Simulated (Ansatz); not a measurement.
Reaction (isomerisation): `NC/C(O)=C\F` → `CC(F)OC=N`

Gas-phase electronic energies from Ansatz, PBE0-D4/def2-TZVP geometries. CCSD(T)/CBS is the MP2 limit (def2-TZVPP, def2-QZVPP) plus CCSD(T) − MP2 in def2-TZVPP, frozen cores. Functionals use def2-TZVPP. Each species was taken in one conformer, which may not be the lowest.

```csv
level,ΔE (kJ/mol)
B2PLYP,-66.5
HF/def2-QZVPP,-85.2
```

Task: What does CCSD(T)/CBS give? (Estimate.)

Result: Ansatz gave: -61.2 kJ/mol. The listed levels differ from it by -5.3, -24.0 kJ/mol.

Largest T1 diagnostic among the species: 0.013.

In def2-TZVPP, CCSD(T) changes the Hartree–Fock value by +19.7 kJ/mol (the triples alone add +0.8 kJ/mol) and MP2 by +20.5 kJ/mol.
